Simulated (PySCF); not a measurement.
## Quadrupole coupling of pyridazine: levels of theory against gas-phase measurements

Values to reproduce (atoms as numbered below): 14N at N4/N5: χzz = -5.682 MHz [1].
[1] measured, gas; W. C. Bailey, Calculation of NQCC in Gaseous State Molecules (compilation of microwave values)

Pyridazine, C4H4N2.
Structure used (PBE0-D3(BJ)/def2-TZVP), in Å, numbered top down from 1:
```
atom  x, y, z in Å
C1     0.7768    0.8572   -0.2563
C2    -0.5836    0.8189   -0.0608
C3    -1.1759   -0.4374   -0.0257
N4    -0.5035   -1.5709   -0.1694
N5     0.8008   -1.5340   -0.3569
C6     1.4229   -0.3642   -0.4005
H7     1.3296    1.7880   -0.2979
H8    -1.1763    1.7173    0.0619
H9    -2.2440   -0.5529    0.1254
H10    2.4949   -0.4195   -0.5595
```

**Question.** What do the calculations give?

**Answer.** PySCF, non-relativistic, all at one geometry, with Q(14N) = 0.02044 b, means over equivalent atoms:

```
        level  functions  14N N4/N5 (MHz)  computed/reference − 1 (%)
  B3LYP/pcJ-2        402           -6.163                        +8.5
  B97-2/pcJ-2        402           -5.987                        +5.4
PBE0/pcSseg-2        272           -6.176                        +8.7
   PBE0/pcJ-2        402           -6.002                        +5.6
```

Closest here is B97-2/pcJ-2 (5.4 % unsigned error), furthest PBE0/pcSseg-2 (8.7 %); one molecule doesn't rank methods. Computed values are for fixed nuclei, while measured ones can include vibrational averaging. Isolated species at its PBE0-D3(BJ)/def2-TZVP geometry, gas phase.
